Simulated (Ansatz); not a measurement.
# H₂MgOS (SMILES [OH][Mg][SH]): one structure at several levels

The task here is to estimate one member of a computed series from the others.

Computed with Ansatz 0.2.0, Gaussian basis. Level: single points in def2-TZVPP.

Cores are frozen in the correlated methods. The outer core shell of Li, Na, Mg and K is correlated.

## The system as given

5 atoms, charge 0, spin multiplicity 1.

Atoms are counted from 1 here; the program's logs count them from 0.

Bond lengths: O1–Mg2 1.672 Å, O1–H4 1.038 Å, Mg2–S3 2.280 Å, S3–H5 1.412 Å. Angles: Mg2–O1–H4 158.0°, O1–Mg2–S3 129.3°, Mg2–S3–H5 93.9°.

Coordinates:

```
O    -0.91420   -1.13880    0.12120
Mg   -0.75050    0.47260   -0.29460
S     1.09490    1.80820   -0.20520
H    -1.37740   -2.06030    0.23760
H     1.95430    0.75860    0.18760
```

The first run:

The input, run/in.yaml:

```yaml
crystal:
  periodic: [false, false, false]
  atoms:
    - {symbol: O, position_ang: [-0.914200, -1.138800, 0.121200]}
    - {symbol: Mg, position_ang: [-0.750500, 0.472600, -0.294600]}
    - {symbol: S, position_ang: [1.094900, 1.808200, -0.205200]}
    - {symbol: H, position_ang: [-1.377400, -2.060300, 0.237600]}
    - {symbol: H, position_ang: [1.954300, 0.758600, 0.187600]}
basis:
  gaussian: {orbitals: def2-TZVPP}
correlation: {method: ccsd_t}
output: {forces: true}
```

The command line of these runs was not kept.

Among the steps run: CCSD(T)/def2-TZVPP; PBE0-D4/def2-TZVPP; wB97M-V/def2-TZVPP; r2SCAN-D4/def2-TZVPP; PBE-D4/def2-TZVPP; CAM-B3LYP-D4/def2-TZVPP; HSE06-D4/def2-TZVPP.

One of the session's tables, all rows but one given; the rest of the session is left out.

```
      method  RMS force component (eV/Å)  angle to CCSD(T) forces (°)  dipole (D)
     CCSD(T)                       2.117                    reference        4.38
     PBE0-D4                           ?                            ?           ?
     wB97M-V                       2.143                          1.0        4.28
   r2SCAN-D4                       2.091                          1.0        4.21
      PBE-D4                       1.998                          4.9        3.86
CAM-B3LYP-D4                       2.093                          1.7        4.26
    HSE06-D4                       2.129                          0.9        4.18
```

Estimate the missing values for PBE0-D4.

The run gave: RMS force component (eV/Å): 2.131; angle to CCSD(T) forces (°): 1.0; dipole (D): 4.20. In the column «RMS force component (eV/Å)» it lies between HSE06-D4 (2.129) and wB97M-V (2.143).
